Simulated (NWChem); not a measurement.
## A calculation on propyne (C3H4)

```xyz
7

C      1.2234    -0.1960     0.0000
C     -0.2116     0.0353     0.0000
C     -1.4074     0.2252     0.0000
H      1.4491    -1.2737     0.0000
H      1.6966     0.2476     0.8898
H      1.6966     0.2476    -0.8898
H     -2.4686     0.3908     0.0000
```
Charge 0, spin multiplicity 1.

Everything below was run with NWChem. The geometry was optimised at PBE0/def2-SVP, a minimum by its harmonic frequencies.

Symmetry labels belong to the abelian group Cs used in the runs, with the axes of the coordinates shown; states degenerate in a higher group split over its labels.

The Pople sets run with spherical d functions.

Question: List the lowest 3 singlet excitations that TD-PBE/6-31+G* (spherical d) gives, with oscillator strengths.

Answer: 
```tsv
state	symmetry	energy (eV)	wavelength (nm)	f
1	a'	6.39	194	0.006
2	a"	6.39	194	0.006
3	a"	6.53	190	0.000
```
